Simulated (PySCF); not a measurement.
Compound: C3H7N.
Bonds: C1–C2, C2–N3, N3–C4, C1–C4. Hydrogens: H5, H6 on C1; H7, H8 on C2; H9 on N3; H10, H11 on C4.

Structure optimised with GFN2-xTB, isolated species.

**Question.** Give the optimised bond lengths and angles.

**Answer.** 
```
                  bond  length (Å)   order
          C1–C2, C1–C4       1.534  single
          C2–N3, N3–C4       1.465  single
          C1–H5, C1–H6       1.087  single
C2–H7 and 3 like bonds       1.094  single
                 N3–H9       1.013  single
```

Bonds in one row agree within 0.01 Å and their mean is given. Orders are formal, as drawn. A selection of angles:
```
   angle  degrees
C2–C1–C4     86.4
C2–C1–H5    113.3
C2–C1–H6    116.3
H5–C1–H6    109.7
C1–C2–N3     89.4
C1–C2–H7    116.7
C1–C2–H8    113.2
N3–C2–H7    112.5
N3–C2–H8    115.1
H7–C2–H8    109.0
C2–N3–C4     91.6
C2–N3–H9    116.5
C4–N3–H9    116.5
```

Torsions: C4–C1–C2–N3 -13° (synperiplanar); C1–C2–N3–C4 14° (synperiplanar); C2–N3–C4–C1 -14° (synperiplanar); C2–C1–C4–N3 13° (synperiplanar).

N3 (secondary amine nitrogen) is pyramidal (angles 116.5°, 116.5° and 91.6°, sum 324.6°, 0.43 Å off the plane of its three neighbours). The 4-membered ring C1–C2–N3–C4 has internal angles of 86.4° to 91.6° (sum 357°, against 360° for a flat polygon); it is puckered, 0.09 Å rms from its mean plane, widest ring torsion 14°.

Point group: Cs (tolerance 0.08 Å). Not checked by GFN2-xTB frequencies.

These are computed values.
